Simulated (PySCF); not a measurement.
## Working out the ionisation energy of Si

Si [Ne] 3s2 3p2 (3P) → Si⁺ [Ne] 3s2 3p1 (2P). Calculation: PySCF 2.14, in aug-cc-pwCVTZ (8s7p5d3f, 75 functions); no relativity, point nucleus. Frozen: 1s2. Energies in hartree (1 hartree = 27.21139 eV):

```tsv
part	Si (lower)	Si⁺ (upper)
UHF	-288.856764	-288.576060
CCSD correlation	-0.331726	-0.315554
(T)	-0.005376	-0.004020
```

Problem. What does Hartree-Fock give?

Solution. (-288.576060) − (-288.856764) = 0.280704 hartree = 7.638 eV.

Problem. What do CCSD and CCSD(T) give?

Solution. The CCSD correlation energies differ by 0.016172 hartree = 0.440 eV and the triples by 0.001356 hartree = 0.037 eV, so CCSD gives 8.078 eV and CCSD(T) 8.115 eV.

Measured between the centres of the two terms (NIST): 8.157 eV, so CCSD(T) (valence and next inner shell) is off by -0.042 eV.

What remains against the reference includes basis incompleteness, the frozen core and higher excitations.
